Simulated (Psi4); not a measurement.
**Two attempts at CH6N+ (methanamine, conjugate acid)**

Aim: the energy of CH6N+ (methanamine, conjugate acid) at HF/cc-pVTZ-F12 (density fitting).

The results are computed with Psi4 1.11.

3 further runs of the same task are left out: 3 set aside as unsound or not needed.

### 1 Starting point

The species is CH6N+ (8 atoms), meant as a singlet with charge +1. SMILES: `C[NH3+]`. The coordinates come from a PBE0-D4/def2-TZVP relaxation.

Bond lengths: C1–N2 1.497 Å, C1–H3 1.087 Å, C1–H4 1.088 Å, C1–H5 1.087 Å, N2–H6 1.023 Å, N2–H7 1.023 Å, N2–H8 1.023 Å. Some angles: C1–N2–H6 111.4°, C1–N2–H7 111.4°, C1–N2–H8 111.4°, N2–C1–H3 108.5°, N2–C1–H4 108.5°, N2–C1–H5 108.5°, H6–N2–H7 107.4°, H6–N2–H8 107.4°, H7–N2–H8 107.4°, H3–C1–H4 110.4°.

### 2 The input as first written

The input, calc.py:

```python
import psi4

psi4.set_memory(100000000)
psi4.set_num_threads(1)
psi4.core.set_output_file('run.log', False)

m = psi4.geometry("""
1 1
C     -0.225100     0.293000    -0.663400
N      0.218700    -0.284600     0.644500
H     -0.041000    -0.440800    -1.444600
H     -1.286800     0.519400    -0.597800
H      0.345600     1.199300    -0.851500
H      0.065500     0.371300     1.413900
H      1.214900    -0.515300     0.632300
H     -0.291800    -1.142300     0.866700
symmetry c1
no_reorient
no_com
""")

options = {'scf_type': 'df'}
psi4.set_options(options)

energy_value, wavefunction = psi4.energy('scf/cc-pVTZ-F12', return_wfn=True)
print('E =', round(energy_value, 9))
```

Run with:

```
$ python calc.py
```

stdout:

```text
psi4.driver.p4util.exceptions.ValidationError: set_memory(): Requested 95.4 MiB (1e+02 MB); minimum 250 MiB (263 MB). Please, sir, I want some more.
```

Wall time 0.91 s (1 thread of Intel Xeon 6975P-C (Granite Rapids), shared host); peak memory 0.13 GiB.

### 3 Reading the log

The program refused the input.

The telling line is `psi4.driver.p4util.exceptions.ValidationError: set_memory(): Requested 95.4 MiB`. The fault: too little memory is allowed.

### 4 The mended input

The input, run.py:

```python
import psi4

psi4.set_memory('1600 MB')
psi4.set_num_threads(1)
psi4.core.set_output_file('output.dat', False)

geom = psi4.geometry("""
1 1
C     -0.225100     0.293000    -0.663400
N      0.218700    -0.284600     0.644500
H     -0.041000    -0.440800    -1.444600
H     -1.286800     0.519400    -0.597800
H      0.345600     1.199300    -0.851500
H      0.065500     0.371300     1.413900
H      1.214900    -0.515300     0.632300
H     -0.291800    -1.142300     0.866700
units angstrom
symmetry c1
no_reorient
no_com
""")

psi4.set_options({
    'scf_type': 'df',
})

energy_value, wavefunction = psi4.energy("scf/cc-pVTZ-F12", return_wfn=True)
print('E =', round(energy_value, 9))
```

Run with:

```
$ python run.py
```

output.dat:

```text
[...]
  Running in c1 symmetry.
[...]
  Nuclear repulsion =   47.967518291850354
[...]
  Multiplicity = 1
[...]
  Nalpha       = 9
  Nbeta        = 9
[...]
    Number of basis functions: 214
[...]
   @DF-RHF iter   1:   -95.54811045295909   -8.10405e-02   1.57555e-03 DIIS/ADIIS
[...]
   @DF-RHF iter   7:   -95.62341498505542   -2.05359e-07   4.84582e-07 DIIS
[...]
    Orbital Energies [Eh]
    ---------------------
    Doubly Occupied:
       1A    -15.911317     2A    -11.490077     3A     -1.529145
       4A     -1.176603     5A     -0.987893     6A     -0.987861
       7A     -0.868374     8A     -0.781639     9A     -0.781579
[...]
  @DF-RHF Final Energy:   -95.62341498505542
   => Energetics <=
    Nuclear Repulsion Energy =             47.9675182918503538
    One-Electron Energy =                -218.1529508261565127
    Two-Electron Energy =                  74.5620175492507400
    Total Energy =                        -95.6234149850554189
[...]
 Multipole Moments:
 ------------------------------------------------------------------------------------
     Multipole            Electronic (a.u.)      Nuclear  (a.u.)        Total (a.u.)
 ------------------------------------------------------------------------------------
 L = 1.  Multiply by 2.5417464519 to convert [e a0] to [Debye]
 Dipole X            :         -0.0796393            0.3528119            0.2731726
 Dipole Y            :          0.1030481           -0.4584476           -0.3553995
 Dipole Z            :         -0.2347094            1.0395383            0.8048289
 Magnitude           :                                                    0.9212392
[...]
```

On the terminal:

```text
E = -95.623414985
```

It took 3.6 s on 1 thread of Intel Xeon 6975P-C (Granite Rapids), shared host; peak memory 0.44 GiB.

### 5 What came out

Level: HF/cc-pVTZ-F12 (density fitting).

| quantity | value |
| --- | --- |
| total energy | -95.62341 Eh |
| HOMO energy | -21.27 eV |
| LUMO energy | -3.38 eV |
| HOMO–LUMO gap | 17.89 eV |
